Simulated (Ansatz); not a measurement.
An Ansatz input:

```yaml
crystal:
  lattice:
    - [5.2854673608, -2.3583810175, 0.0]
    - [5.2854673608, 2.3583810175, 0.0]
    - [0.0, 0.0, 8.9701870251]
  atoms:
    - { symbol: Br, position: [0.8766682431, 0.1233317569, 0.1143950239] }
    - { symbol: Br, position: [0.6233317569, 0.3766682431, 0.6143950239] }
    - { symbol: Br, position: [0.1233317569, 0.8766682431, 0.8856049761] }
    - { symbol: Br, position: [0.3766682431, 0.6233317569, 0.3856049761] }
hamiltonian:
  xc: revpbe
  pseudopotentials:
    kind: paw
    azcp:
      Br: "pseudopotentials/Br.paw.azcp"
basis:
  ecutwfc: 420
  fft_grid_basis: typed
kpoints:
  mp_grid: { grid: [7, 7, 4], shift: [0, 0, 0] }
magnetization:
  spin_polarized: false
scf:
  occupations: { method: fermi_dirac, width: 0.05 }
```

Output

```
Engine: ansatz 0.2.0, x86_64-unknown-linux-gnu
Pseudopotentials: kind: paw
Pseudopotential: Br, paw, valence charge 7, recommended cutoff 420 eV (normal) 
Functional definition: revPBE
  parameter kappa = 1.245
  parameter beta = 0.06672455060314922
  exchange = pbe_x(kappa = kappa, mu = beta*pi^2/3)
  correlation = pbe_c(beta = beta)
Crystal: 4 atoms, lattice volume = 223.629 Å³
Basis set: ecut = 420 eV, 4343 PW (Γ)
Bands: 18, of which v1, the nominal top of the filled ones, is band 14 counted from 1 (13 counted from 0)
Symmetry: 8 space group operations
Space group: Cmce (ITA 64), of the structure as read, at distance tolerance 6.1e-5 Å
k-points: 48 of 196
Non-local potential: Br, projectors of the file, l = 0: 2, l = 1: 2, l = 2: 2
PAW form: soft (Blöchl's): semilocal exchange-correlation on the pseudo side does not see the compensation charge
PAW frozen core: Br, regenerated for the run's functional, and the local potential with it (the file was generated under x = pbe(κ = 0.804, μ = 0.2195149727645171), c = pbe(β = 0.06672455060314922))
PAW one-centre angular grid: Br, 110 points (default); XC on 64 Gauss nodes
Initial density: superposition of atomic densities (neutral atoms: chi_scale 0, normalization atom), corrected by the library's trained network
Initial wavefunctions: pseudopotential atomic-orbital guess
Functional: x = revpbe(κ = 1.245, μ = 0.2195149727645171), c = pbe(β = 0.06672455060314922)
SCF iter   1: F=—  HF=-11150.838207 eV  |F-HF|=—  |Δ(HF+E_count)|=         —  Δρ=1.34e-3  dr2=4.20e-3  ethr=1.77e-3  ⟨swp⟩=7.1  Hψ=5313  notcnv=0
SCF iter   2: F=—  HF=-11150.840412 eV  |F-HF|=—  |Δ(HF+E_count)|=   2.21e-3  Δρ=7.15e-4  dr2=1.18e-3  ethr=1.50e-5  ⟨swp⟩=2.2  Hψ=2063  notcnv=0
SCF iter   3: F=—  HF=-11150.840995 eV  |F-HF|=—  |Δ(HF+E_count)|=   5.82e-4  Δρ=1.49e-4  dr2=6.89e-5  ethr=4.21e-6  ⟨swp⟩=2.0  Hψ=1533  notcnv=0
SCF iter   4: F=—  HF=-11150.840982 eV  |F-HF|=—  |Δ(HF+E_count)|=   1.24e-5  Δρ=3.96e-5  dr2=5.12e-6  ethr=2.46e-7  ⟨swp⟩=2.3  Hψ=1436  notcnv=0
SCF iter   5: F=—  HF=-11150.840978 eV  |F-HF|=—  |Δ(HF+E_count)|=   4.15e-6  Δρ=1.35e-5  dr2=4.55e-7  ethr=1.83e-8  ⟨swp⟩=2.0  Hψ=1396  notcnv=0
SCF iter   6: F=-11150.840977 eV  HF=-11150.840977 eV  |F-HF|=1.41e-8  |Δ(HF+E_count)|=   7.20e-7  Δρ=3.53e-6  dr2=2.48e-8  ethr=3.57e-10  ⟨swp⟩=3.0  Hψ=2400  notcnv=0
SCF 1 converged in 6 iterations: F = -11150.840977 eV  dr2 = 2.48e-8
SCF converged after 6 iterations
Free energy (F): -11150.840977 eV
Harris-Foulkes:  -11150.840977 eV  (|F-HF|=1.41e-8)
Internal energy: -11150.840977 eV  (E = F + TS)
E sigma→0 (E₀):  -11150.840977 eV
Entropy (-TS):   -0.000000 eV (-0.000 meV/atom)
Fermi energy:    -0.929903 eV
--- Per-component energies (eV) ---
  E_band       = -198.229129
  E_kinetic    = 525.034191
  E_local      = -1439.080663  (includes V_loc(G=0)·N_el)
  E_nonlocal   = 278.912123
  E_hartree    = 444.127982
  E_xc         = -1052.863615
  E_vxc        = -404.468126  (∫ρ·V_xc dr)
  E_paw        = -9003.824244  (= ΣΔE_a)
  E_vpaw       = -46.882437  (= ΣTr[D̂ρ^β])
  E_aug_tail   = 0.000000  (compensation charges beyond the density's cutoff)
  E_ewald      = -902.976168
  E_core_change = -0.170584  (= ΣΔE_core)
  E_smearing   = -0.000000  (= −TS)
  E_closure    = -0.000000  (closes the sum)
  Σ components = -11150.840977   (vs F -11150.840977, Δ=0.00e0)
```
